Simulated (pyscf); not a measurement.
BH₃ + HF → BH₃ + HF (four-centre exchange; singlet surface; B–H, F–H broken, B–H, F–H formed). Optimised with ωB97X-D3(BJ)/def2-SVP in PySCF. MP2 and CC: frozen core, UHF for open shells. ΔMP2 is the change of the MP2 total energy from the triple- to the quadruple-zeta basis. Energies in kJ/mol from the separated reactants.

```csv
level,barrier,reaction energy
ωB97X-D3(BJ)/def2-TZVP,278.8,0.0
r²SCAN/def2-TZVP,252.5,0.0
PBE0-D3(BJ)/def2-TZVP,260.0,0.0
HF/def2-TZVP,378.6,0.0
CCSD/def2-TZVPP,314.3,0.0
CCSD(T)/def2-TZVPP,?,0.0
CCSD(T)/def2-TZVPP + ΔMP2(QZVPP),?,0.0
```

Complete the blanks.


- CCSD(T)/def2-TZVPP, barrier: 299.9
- CCSD(T)/def2-TZVPP + ΔMP2(QZVPP), barrier: 294.8

Of the functionals in the table, ωB97X-D3(BJ) is closest to CCSD(T)/def2-TZVPP + ΔMP2(QZVPP) in the barrier (16.0 kJ/mol apart) and r²SCAN least close (42.3 kJ/mol); that level has limits of its own. On the reactant side the descent ends in a complex (not fully relaxed), 17.6 kJ/mol under the separated species and 296.4 kJ/mol under the saddle at ωB97X-D3(BJ)/def2-TZVP. On the product side the descent ends in a complex (not fully relaxed), 17.7 kJ/mol under the separated species and 296.5 kJ/mol under the saddle at ωB97X-D3(BJ)/def2-TZVP. The same reactants have a lower exit, to H₂B–F + H₂ (barrier +28.7 kJ/mol at ωB97M-D3(BJ), against +278.4 kJ/mol here). This is the saddle that the search found; another between the same sides may lie lower. The CCSD(T) − MP2 part came from Ansatz, without density fitting, on the same reference.
